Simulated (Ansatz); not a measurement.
# ClFH2Si: the cost of one run

All numbers below are computed with Ansatz 0.2.0 (UKS PBE0/def2-SVP).

## Step 1: The system as given

Bond lengths: Si1–F2 1.999 Å, Si1–H4 1.473 Å, Si1–Cl5 2.408 Å, H3–Cl5 1.446 Å. Angles: F2–Si1–H4 86.9°, F2–Si1–Cl5 72.8°, H4–Si1–Cl5 90.4°, Si1–Cl5–H3 51.3°.

As a file:

```xyz
5

Si   -0.5438   -0.9111    0.3937
F     1.0248   -0.4533   -0.7573
H     0.7411    0.4116    0.0282
H    -1.3898   -0.3521   -0.6754
Cl    0.1677    1.3048    1.0108
```

## Step 2: Run 1

150 steps of 0.5 fs at constant energy, with velocities drawn for 300 K.

Contents of input.yaml:

```yaml
crystal:
  periodic: [false, false, false]
  atoms:
    - { symbol: Si, position_ang: [-0.5438, -0.9111, 0.3937] }
    - { symbol: F, position_ang: [1.0248, -0.4533, -0.7573] }
    - { symbol: H, position_ang: [0.7411, 0.4116, 0.0282] }
    - { symbol: H, position_ang: [-1.3898, -0.3521, -0.6754] }
    - { symbol: Cl, position_ang: [0.1677, 1.3048, 1.0108] }
magnetization:
  spin_polarized: true
basis:
  gaussian: { orbitals: def2-SVP }
hamiltonian:
  xc: pbe0
md:
  timestep: 0.5
  n_steps: 150
  ensemble: nve
  temperature: 300.0
  initial_velocities: maxwell_boltzmann
  seed: 145415
```

On the command line:

```
ansatz run input.yaml --threads 1 --pin off --max-ram 2048MiB --backend cpu --events-out ev --progress --plain --runs-dir out
```

Q: Estimate wall time and peak memory on 1 thread of Arm Neoverse V1, shared host.

About 6.3 min, with a peak of 0.14 GiB.
